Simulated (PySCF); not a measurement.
B3LYP has the VWN-RPA correlation part, as in Gaussian. 

```xyz
7

C      0.8566    -0.1073     0.0120
C     -0.6124     0.0975     0.0098
H      1.5045     0.5049    -0.5999
H      1.2987    -0.9546     0.5177
H     -1.1040    -0.4701    -0.7954
H     -0.8766     1.1459    -0.1464
H     -1.0707    -0.2356     0.9442
```

Charge 0, multiplicity 2.

Question: Give the Mulliken and meta-Löwdin atomic charges from B3LYP-D3(BJ)/def2-TZVP in PySCF.

Answer: 
```csv
atom,Mulliken (e),meta-Löwdin (e)
C1,-0.27,-0.26
C2,-0.30,-0.32
H3,0.12,0.11
H4,0.12,0.11
H5,0.12,0.12
H6,0.11,0.12
H7,0.11,0.12
```
